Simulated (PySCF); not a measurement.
## A search over the determinants of Na₂

Unrestricted PBE0; Na x2c-SVPall; spin-free X2C with a Gaussian nucleus (PySCF 2.14). Outer shells of the fragments: Na 3s1; Na 3s1.

Followed along the bond (rough minima from three points):

```
2Ms+1  unpaired  ⟨S²⟩ at the start  R at minimum (Å)  Te (eV)
    1      none               0.00              3.12     0.00
    3      σ ↑↑               2.00  none in the scan   ≤ 0.85
```

Solutions found at the starting distance of 3.150 Å, counted from the lowest of them; the search is not exhaustive and high or unbound solutions are not listed, so other states can lie among these:

| 2Ms+1 | unpaired | term | E (eV) | ⟨S²⟩ | ⟨Lz²⟩ |
| --- | --- | --- | --- | --- | --- |
| 1 | none | ¹Σ⁺ | 0.00 | 0.00 | 0.00 |
| 3 | σ ↑↑ | ³Σ⁺ | 0.96 | 2.00 | 0.00 |
| 3 | σ ↑, π ↑ | ³Π | 1.72 | 2.00 | 1.00 |
| 1 | σ ↑, π ↓ | mixed | 2.15 | 1.00 | 1.00 |

A term symbol is given only where ⟨S²⟩ and ⟨Lz²⟩ are close to those of a pure state; real π, δ and φ orbitals otherwise mix terms, and g/u labels are left off.

Counting both spins, an empty level lies below a filled one in some of these solutions, because spin and occupation are held.
